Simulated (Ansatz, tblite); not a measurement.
**The cluster PtO₂: rung by rung**

The task here is to estimate one member of a computed series from the others.

Program: Ansatz 0.2.0, Gaussian basis. Level of theory: as each input shows. These are calculated values, not measurements.

Plan: GFN1-xTB, GFN2-xTB, PBE-D4/def2-TZVP, r2SCAN-D4/def2-TZVP, revPBE-D4/def2-TZVP, BHLYP-D4/def2-TZVP, LC-ωPBE/def2-TZVP, B97M-V/def2-TZVP, HSE06-D4/def2-TZVP, PBE-D4/def2-SVP, PBE0-D4/def2-SVP, PBE0-D4/def2-TZVPD, PBE-D4/def2-TZVPD, r2SCAN-D4/def2-TZVPD, CCSD(T)/def2-TZVPP, MP2/def2-TZVP, RPA/def2-TZVP, CCSD(T)/def2-TZVPD.

**The structure**

The geometry is that of the singlet, from an earlier relaxation (PBE-D4/def2-TZVP). At that level it is the lowest of the isomers that a small search found.

3 atoms, charge 0, spin multiplicity 1.

Bond lengths: Pt1–O2 1.711 Å, Pt1–O3 1.711 Å. Angles: O2–Pt1–O3 180.0°.

Pt takes a core potential in the def2 sets. No spin-orbit coupling is included.

PBE0-D4/def2-TZVP was run before; its log isn't repeated, and its numbers join the tables.

The first run:

Tight binding, by tblite at 300 K electronic temperature and without a spin-polarisation term:

```python
tblite.interface.Calculator('GFN1-xTB', numbers, positions, charge=0, uhf=0).singlepoint()
```

Tight binding, by tblite at 300 K electronic temperature and without a spin-polarisation term:

```python
tblite.interface.Calculator('GFN2-xTB', numbers, positions, charge=0, uhf=0).singlepoint()
```

start.molden holds the orbitals of an earlier run on this state, given as this run's starting guess.

in.yaml

```yaml
crystal:
  periodic: [false, false, false]
  atoms:
    - {symbol: Pt, position_ang: [0.000004, 0.000008, -0.000008]}
    - {symbol: O, position_ang: [-1.611157, 0.258618, -0.515831]}
    - {symbol: O, position_ang: [1.611153, -0.258625, 0.515839]}
basis:
  gaussian: {orbitals: def2-TZVP, initial_orbitals: start.molden}
hamiltonian: {xc: pbe, dispersion: d4}
scf: {omitted_lower_state_checks: [starts]}
output: {orbitals: {seedname: orbitals}}
```

Launch:

```
ansatz run in.yaml --threads 4 --pin off --events-out ev --progress --plain --max-ram 3916MiB
```

Steps of the session up to this table: PBE-D4/def2-TZVP; r2SCAN-D4/def2-TZVP; revPBE-D4/def2-TZVP; BHLYP-D4/def2-TZVP; LC-ωPBE/def2-TZVP; B97M-V/def2-TZVP; HSE06-D4/def2-TZVP; PBE-D4/def2-SVP; PBE0-D4/def2-SVP; PBE0-D4/def2-TZVPD; PBE-D4/def2-TZVPD; r2SCAN-D4/def2-TZVPD; CCSD(T)/def2-TZVPP; MP2/def2-TZVP; RPA/def2-TZVP; CCSD(T)/def2-TZVPD.

One of the session's tables, all rows but one given; the rest of the session is left out.

```
               level  HOMO (eV)  LUMO (eV)  gap (eV)
     PBE-D4/def2-SVP      -7.59      -6.04      1.55
    PBE-D4/def2-TZVP      -7.58      -6.04      1.53
   PBE-D4/def2-TZVPD          ?          ?         ?
 revPBE-D4/def2-TZVP      -7.48      -5.95      1.54
 r2SCAN-D4/def2-TZVP      -7.95      -6.09      1.86
r2SCAN-D4/def2-TZVPD      -7.93      -6.09      1.85
    B97M-V/def2-TZVP      -7.69      -5.90      1.79
    PBE0-D4/def2-SVP      -9.01      -5.28      3.73
   PBE0-D4/def2-TZVP      -8.96      -5.22      3.74
  PBE0-D4/def2-TZVPD      -8.95      -5.23      3.72
  HSE06-D4/def2-TZVP      -8.55      -5.61      2.95
  BHLYP-D4/def2-TZVP     -10.34      -4.24      6.10
   LC-ωPBE/def2-TZVP     -11.81      -2.92      8.88
```

**Question.** Estimate the row for PBE-D4/def2-TZVPD.

**Answer.** HOMO (eV): -7.58; LUMO (eV): -6.06; gap (eV): 1.52.
